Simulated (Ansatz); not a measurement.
# CHOSi (quartet): wave-function methods side by side, cc-pVTZ

How much of the correlation energy of CHOSi (quartet) does each wave-function method recover here?

Method: cc-pVTZ, core rule «outside noble gas», up to 7 orbitals frozen; program: Ansatz 0.2.0, Gaussian basis.

To be run: UHF; CCSD(T) on ROHF; CCSD(T) on UHF; BCCD(T) on ROHF; CCSDT(Q) on ROHF; CCSDT(Q) on UHF.

6 further runs of the same task are left out: 1 for a known fault of the program, 5 set aside as unsound or not needed.

## 1. What is computed

The geometry is a PBE0/def2-TZVP stationary point (not a proven minimum).

4 atoms, charge 0, spin multiplicity 4.

Atoms are counted from 1 here; the program's logs count them from 0.

Bond lengths: C1–O2 1.268 Å, O2–Si3 1.699 Å, Si3–H4 1.496 Å. Angles: C1–O2–Si3 139.4°, O2–Si3–H4 117.6°.

## 2. UHF

File in.yaml:

```yaml
crystal:
  periodic: [false, false, false]
  atoms:
    - {symbol: C, position_ang: [0.000000, 0.333035, 1.722367]}
    - {symbol: O, position_ang: [0.000000, -0.312160, 0.630489]}
    - {symbol: Si, position_ang: [0.000000, -0.015246, -1.042169]}
    - {symbol: H, position_ang: [0.000000, 1.411369, -1.492570]}
basis:
  gaussian: {orbitals: cc-pVTZ}
magnetization: {spin_polarized: true, initial_magnetization: 3}
hamiltonian: {xc: hf}
output: {orbitals: {seedname: orbitals}}
```

Started as:

```bash
> ansatz run in.yaml --threads 1 --pin off --events-out ev --progress --plain --max-ram 4096MiB --backend cpu
```

Further steps of the session: CCSD(T) on ROHF; CCSD(T) on UHF; BCCD(T) on ROHF; CCSDT(Q) on ROHF; CCSDT(Q) on UHF.

**Question.** What will the summary of the whole plan be? Wanted: UCCSDT(Q) below the RHF energy; RMP2 from UCCSDT(Q); UMP2 from UCCSDT(Q); RCCSD from UCCSDT(Q); RCCSD(T) from UCCSDT(Q); UCCSD(T) from UCCSDT(Q); RCCSDT(Q) from UCCSDT(Q); T1 diagnostic.

**Answer**, as computed:

| quantity | value |
| --- | --- |
| UCCSDT(Q) below the RHF energy | -12.6373 eV |
| RMP2 from UCCSDT(Q) | +30.04 kcal/mol |
| UMP2 from UCCSDT(Q) | +30.39 kcal/mol |
| RCCSD from UCCSDT(Q) | +13.58 kcal/mol |
| RCCSD(T) from UCCSDT(Q) | +1.46 kcal/mol |
| UCCSD(T) from UCCSDT(Q) | +1.44 kcal/mol |
| RCCSDT(Q) from UCCSDT(Q) | +0.19 kcal/mol |
| levels within 1 kcal/mol (43 meV) | RCCSDT, UCCSDT, RCCSDT(Q) |
| T1 diagnostic | 0.030 |

RCCSD(T) misses by +1.46 kcal/mol, 0.5 % of the correlation energy. These misses are within one basis, not against nature; the frozen cores of restricted and unrestricted runs differ, which can shift their rows.
